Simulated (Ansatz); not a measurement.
# AlNHCl (singlet): correlated methods under varied settings at a displaced geometry (v1)

Aim: run AlNHCl (singlet) at one geometry under a spread of methods and options, and see what each costs and gives.

The runs use Ansatz 0.2.0, Gaussian basis; the settings change from run to run.

16 further runs of the same task are left out: 6 that didn't finish, 10 set aside as unsound or not needed.

## (1) What is computed

The geometry is a PBE0/def2-TZVP stationary point (not a proven minimum) with its atoms shifted at random (size 0.040 Å).

4 atoms, charge 0, spin multiplicity 1.

Atoms are counted from 1 here; the program's logs count them from 0.

Bond lengths: Cl1–Al2 2.076 Å, Al2–N3 1.688 Å, N3–H4 0.953 Å. Angles: Cl1–Al2–N3 164.1°, Al2–N3–H4 133.1°.

## (2) BCCD(T) on RHF/cc-pVDZ

in.yaml

```yaml
crystal:
  periodic: [false, false, false]
  atoms:
    - {symbol: Cl, position_ang: [0.002323, -0.114908, 2.572436]}
    - {symbol: Al, position_ang: [0.001469, 0.065604, 0.504417]}
    - {symbol: N, position_ang: [0.049448, -0.250637, -1.152764]}
    - {symbol: H, position_ang: [-0.053240, 0.299941, -1.924089]}
basis:
  gaussian: {orbitals: cc-pVDZ, point_charges: [{charge: -1.00, position_ang: [3.303, -0.062, -0.804]}]}
magnetization: {spin_polarized: false}
correlation: {method: bccd_t, electrons: outside_noble_gas}
scf: {lower_state_search: full}
output: {forces: true}
```

Launch:

```console
> ansatz run in.yaml --threads 1 --pin off --events-out ev --progress --plain --max-ram 2393MiB
```

What it wrote, cut to the lines that bear on the results:

```text
Functional definition: HF
  name "HF"
  cite "Fock, Z. Phys. 61, 126 (1930) doi:10.1007/BF01340294"
  parent pbe
[...]
556 factors; integrals over basis functions are off by at most 7.3e-4 eV
[...]
mean field -20584.10929568 eV, -756.4520642060 hartree, gradient 5.4e-6 eV, S^2 0.000000; 0 other end points of the search recorded, 0 dependent functions left out; unrestricted orbitals would lower it
11 core orbitals not correlated: weight in the atoms' cores, before any rotation towards them, 1.000 or more for the frozen orbitals, at most 0.000 for the correlated occupied ones
reference -20584.10929568 eV, -756.4520642060 hartree; 8, 8 occupied and 36, 36 virtual orbitals, 556 factors
second order -10.18221866 eV of doubles, -0.00000000 eV of singles
cycle   1  -10.14557799 eV  change    3.7e-2 eV  update   1.3e-1
[...]
cycle  15  -10.57332163 eV  change   -4.3e-6 eV  update   1.9e-6
perturbative correction -0.45633546 eV, -0.0167700187 hartree
[...]
Total energy: -20595.13895277 eV, -756.8573966276 hartree
Atom 0 at     0.002323    -0.114908     2.572436 Å, force     0.040229    -0.235237     1.014279 eV/Å
Atom 1 at     0.001469     0.065604     0.504417 Å, force     0.536838     0.444554    -1.228089 eV/Å
Atom 2 at     0.049448    -0.250637    -1.152764 Å, force    -0.157488    -2.536752     2.945456 eV/Å
Atom 3 at    -0.053240     0.299941    -1.924089 Å, force    -0.316842     2.258713    -3.016614 eV/Å
Dipole moment:     0.343755     0.182790     0.020067 e Å
```

It took 2.8 s on 1 thread of Arm Neoverse V2, shared host.

From the report: correlation -11.0297 eV; largest double amplitude 0.08.

## (3) HF/cc-pVDZ

in.yaml

```yaml
crystal:
  periodic: [false, false, false]
  atoms:
    - {symbol: Cl, position_ang: [0.002323, -0.114908, 2.572436]}
    - {symbol: Al, position_ang: [0.001469, 0.065604, 0.504417]}
    - {symbol: N, position_ang: [0.049448, -0.250637, -1.152764]}
    - {symbol: H, position_ang: [-0.053240, 0.299941, -1.924089]}
basis:
  gaussian: {orbitals: cc-pVDZ}
magnetization: {spin_polarized: false}
hamiltonian: {xc: hf}
accuracy: high
output: {forces: true, orbitals: {seedname: orbitals}}
```

Launched as before.

What it wrote, cut to the lines that bear on the results:

```text
Functional definition: HF
  name "HF"
  cite "Fock, Z. Phys. 61, 126 (1930) doi:10.1007/BF01340294"
  parent pbe
[...]
1138 factors; integrals over basis functions are off by at most 4.0e-9 eV
[...]
mean field -20584.07474586 eV, -756.4507945234 hartree, gradient 2.4e-8 eV, S^2 0.000000; 0 other end points of the search recorded, 0 dependent functions left out
[...]
reference -20584.07474586 eV, -756.4507945234 hartree; 19, 19 occupied and 36, 36 virtual orbitals, 1138 factors
Total energy: -20584.07474586 eV, -756.4507945234 hartree
Atom 0 at     0.002323    -0.114908     2.572436 Å, force     0.014098    -0.010298     0.246733 eV/Å
Atom 1 at     0.001469     0.065604     0.504417 Å, force     0.018785    -0.297830    -1.806284 eV/Å
Atom 2 at     0.049448    -0.250637    -1.152764 Å, force     0.271460    -1.391052     3.929436 eV/Å
Atom 3 at    -0.053240     0.299941    -1.924089 Å, force    -0.304343     1.699180    -2.369885 eV/Å
Dipole moment:    -0.048835     0.335020     0.433211 e Å
```

Run time: 1.3 s. Hardware: 1 thread of Arm Neoverse V2, shared host.

## (4) BCCD(T)/6-31G*

in.yaml, as its differences from that of step 3:

```diff
@@ -8,6 +8,5 @@
 basis:
-  gaussian: {orbitals: cc-pVDZ}
+  gaussian: {orbitals: "6-31G*"}
 magnetization: {spin_polarized: false}
-hamiltonian: {xc: hf}
-accuracy: high
-output: {forces: true, orbitals: {seedname: orbitals}}
+hamiltonian: {xc: {name: r2SCAN}}
+correlation: {method: bccd_t, electrons: valence}
```

Same command.

What it wrote, cut to the lines that bear on the results:

```text
Functional definition: r2SCAN
  name "r2SCAN"
  cite "Furness, Kaplan, Ning, Perdew & Sun, J. Phys. Chem. Lett. 11, 8208 (2020) doi:10.1021/acs.jpclett.0c02405"
  cite "Furness, Kaplan, Ning, Perdew & Sun, J. Phys. Chem. Lett. 11, 9248 (2020) doi:10.1021/acs.jpclett.0c03077"
  parent r2scan
[...]
497 factors; integrals over basis functions are off by at most 9.0e-4 eV
[...]
mean field -20622.66561899 eV, -757.8689829531 hartree, gradient 5.3e-6 eV, S^2 0.000000; 0 other end points of the search recorded, 0 dependent functions left out
11 core orbitals not correlated: weight in the atoms' cores, before any rotation towards them, 1.000 or more for the frozen orbitals, at most 0.000 for the correlated occupied ones
reference -20582.52830465 eV, -756.3939638573 hartree; 8, 8 occupied and 36, 36 virtual orbitals, 497 factors
second order -10.40004839 eV of doubles, -0.29525879 eV of singles
cycle   1  -10.01240454 eV  change    6.7e-1 eV  update   1.7e-1
[...]
cycle  11  -10.57796259 eV  change    5.9e-6 eV  update   2.0e-5
perturbative correction -0.43828272 eV, -0.0161065928 hartree
Total energy: -20593.54454997 eV, -756.7988034054 hartree
```

Run time: 3.7 s. Hardware: 1 thread of Arm Neoverse V2, shared host.

From the report: correlation -11.0162 eV; largest double amplitude 0.07.

## (5) BCCD(T) on UHF/6-31G*

in.yaml, as its differences from that of step 4:

```diff
@@ -9,4 +9,4 @@
   gaussian: {orbitals: "6-31G*"}
-magnetization: {spin_polarized: false}
-hamiltonian: {xc: {name: r2SCAN}}
-correlation: {method: bccd_t, electrons: valence}
+magnetization: {spin_polarized: true, initial_magnetization: 0}
+correlation: {method: bccd_t, electrons: outside_noble_gas}
+output: {forces: true}
```

Same command.

What it wrote, cut to the lines that bear on the results:

```text
Functional definition: HF
  name "HF"
  cite "Fock, Z. Phys. 61, 126 (1930) doi:10.1007/BF01340294"
  parent pbe
[...]
497 factors; integrals over basis functions are off by at most 9.0e-4 eV
[...]
mean field -20583.15382594 eV, -756.4169513406 hartree, gradient 2.4e-6 eV, S^2 0.554384; 16 other end points of the search recorded, 0 dependent functions left out
determinant -20583.15382594 eV, -756.4169513406 hartree, with singles and doubles -20593.17366682 eV, -756.7851737011 hartree
determinant -20582.13418259 eV, -756.3794801385 hartree, with singles and doubles -20591.05624766 eV, -756.7073599822 hartree
determinant -20580.63603935 eV, -756.3244243900 hartree, with singles and doubles -20590.27307714 eV, -756.6785789965 hartree
determinant -20579.85739895 eV, -756.2958098832 hartree, with singles and doubles -20588.84215102 eV, -756.6259934317 hartree
11 core orbitals not correlated: weight in the atoms' cores, before any rotation towards them, 1.000 or more for the frozen orbitals, at most 0.000 for the correlated occupied ones
reference -20583.15382594 eV, -756.4169513406 hartree; 8, 8 occupied and 36, 36 virtual orbitals, 497 factors
second order -8.79874530 eV of doubles, -0.00000000 eV of singles
cycle   1  -9.91725590 eV  change    1.0e-1 eV  update   8.6e-2
[...]
cycle  23  -10.04197950 eV  change    3.0e-8 eV  update   1.7e-7
perturbative correction -0.43752904 eV, -0.0160788956 hartree
[...]
Total energy: -20593.63333448 eV, -756.8020661760 hartree
Atom 0 at     0.002323    -0.114908     2.572436 Å, force     0.032636    -0.131149    -0.018718 eV/Å
Atom 1 at     0.001469     0.065604     0.504417 Å, force    -0.056101     0.228416    -0.388756 eV/Å
Atom 2 at     0.049448    -0.250637    -1.152764 Å, force     0.395740    -2.176377     3.292108 eV/Å
Atom 3 at    -0.053240     0.299941    -1.924089 Å, force    -0.372276     2.079110    -2.884635 eV/Å
Dipole moment:    -0.034578     0.234067     0.145645 e Å
```

It took 14 s on 1 thread of Arm Neoverse V2, shared host; peak memory 0.26 GiB.

From the report: ⟨S²⟩ of the determinant 0.554 (pure singlet: 0.00); correlation -10.4795 eV; largest double amplitude 0.07. The determinant is far from a pure spin state, so its energy mixes those of several spin states (harmless only where they are near-degenerate, as at dissociation).

## (6) CCSDTQ/STO-3G

in.yaml, as its differences from that of step 5:

```diff
@@ -8,5 +8,6 @@
 basis:
-  gaussian: {orbitals: "6-31G*"}
+  gaussian: {orbitals: STO-3G}
 magnetization: {spin_polarized: true, initial_magnetization: 0}
-correlation: {method: bccd_t, electrons: outside_noble_gas}
-output: {forces: true}
+hamiltonian: {xc: {name: B3LYP}}
+correlation: {method: ccsdtq, electrons: outside_noble_gas}
+scf: {lower_state_search: full}
```

The command is unchanged.

What it wrote, cut to the lines that bear on the results:

```text
Functional definition: B3LYP
  name "B3LYP"
  cite "Stephens, Devlin, Chabalowski & Frisch, J. Phys. Chem. 98, 11623 (1994) doi:10.1021/j100096a001"
  cite "Becke, Phys. Rev. A 38, 3098 (1988) doi:10.1103/PhysRevA.38.3098"
  cite "Lee, Yang & Parr, Phys. Rev. B 37, 785 (1988) doi:10.1103/PhysRevB.37.785"
  cite "Vosko, Wilk & Nusair, Can. J. Phys. 58, 1200 (1980) doi:10.1139/p80-159"
[...]
406 factors; integrals over basis functions are off by at most 3.6e-8 eV
[...]
mean field -20389.21625125 eV, -749.2898769261 hartree, gradient 7.3e-6 eV, S^2 0.000000; 4 other end points of the search recorded, 0 dependent functions left out
11 core orbitals not correlated: weight in the atoms' cores, before any rotation towards them, 0.999 or more for the frozen orbitals, at most 0.000 for the correlated occupied ones
reference -20350.24771194 eV, -747.8578095206 hartree; 8, 8 occupied and 5, 5 virtual orbitals, 406 factors
second order -3.63730989 eV of doubles, -0.32821512 eV of singles
cycle   1  -3.02214981 eV  change    8.8e-1 eV  update   2.4e-1
[...]
cycle  19  -4.07998413 eV  change    1.0e-6 eV  update   7.6e-7
Total energy: -20354.32769607 eV, -748.0077461717 hartree
```

Wall time 31 s (1 thread of Arm Neoverse V2, shared host); peak memory 0.28 GiB.

From the report: ⟨S²⟩ of the determinant 0.000 (pure singlet: 0.00); correlation -4.0800 eV; T1 0.011; largest double amplitude 0.14. The orbitals are Kohn-Sham ones, so correlation energy and T1 don't compare with those on Hartree-Fock orbitals.

## (7) All runs side by side

| level | correlated | functions | energy (eV) | time |
| --- | --- | --- | --- | --- |
| BCCD(T) on RHF/cc-pVDZ (beside a point charge) | outside noble gas | 55 | -20595.1390 | 2.8 s |
| HF/cc-pVDZ |  | 55 | -20584.0747 | 1.3 s |
| BCCD(T)/6-31G* (on r2SCAN orbitals) | valence | 55 | -20593.5445 | 3.7 s |
| BCCD(T) on UHF/6-31G* | outside noble gas | 55 | -20593.6333 | 14 s |
| CCSDTQ/STO-3G (on B3LYP orbitals) | outside noble gas | 24 | -20354.3277 | 31 s |

## (8) Outcome

```
quantity                                    value
    runs                                        5
quickest                        HF/cc-pVDZ, 1.3 s
 slowest  CCSDTQ/STO-3G (on B3LYP orbitals), 31 s
```

In words: Total energies in different bases, with other cores or another treatment of relativity can't be set against each other. CCSDTQ/STO-3G (on B3LYP orbitals) took 23 times as long as HF/cc-pVDZ; the jobs differ in more than the method.
